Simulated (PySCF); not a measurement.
Species: methylamine, CH5N, net charge 0, singlet state. SMILES: CN
Coordinates optimised at B3LYP-D3(BJ)/def2-TZVP (Ansatz):
```xyz
7

C      0.0542     0.7048     0.0003
N      0.0439    -0.7575     0.0005
H     -0.9369     1.1793    -0.0070
H     -0.4495    -1.1127     0.8106
H     -0.4377    -1.1131    -0.8166
H      0.5892     1.0603     0.8824
H      0.6020     1.0600    -0.8741
```

Dispersion corrections to the total energy (kcal/mol) from the dftd3 and dftd4 libraries through PySCF: D3(BJ) without and D4 with the three-body term, each with the damping fitted for the functional named.

```json
[
 {"functional": "revPBE", "D3(BJ)": "-4.70", "D4": "-5.58"},
 {"functional": "PBE0", "D3(BJ)": "…", "D4": "-1.06"},
 {"functional": "BHLYP", "D3(BJ)": "-1.99", "D4": "…"},
 {"functional": "LC-wPBE", "D3(BJ)": "-1.36", "D4": "-1.43"},
 {"functional": "BP86", "D3(BJ)": "-2.27", "D4": "-1.60"},
 {"functional": "r2SCAN", "D3(BJ)": "-0.41", "D4": "-0.31"},
 {"functional": "HSE06", "D3(BJ)": "…", "D4": "-0.96"}
]
```

Problem. Fill in the missing entries.

Solution. 
- PBE0, D3(BJ): -1.33
- BHLYP, D4: -1.31
- HSE06, D3(BJ): -0.87
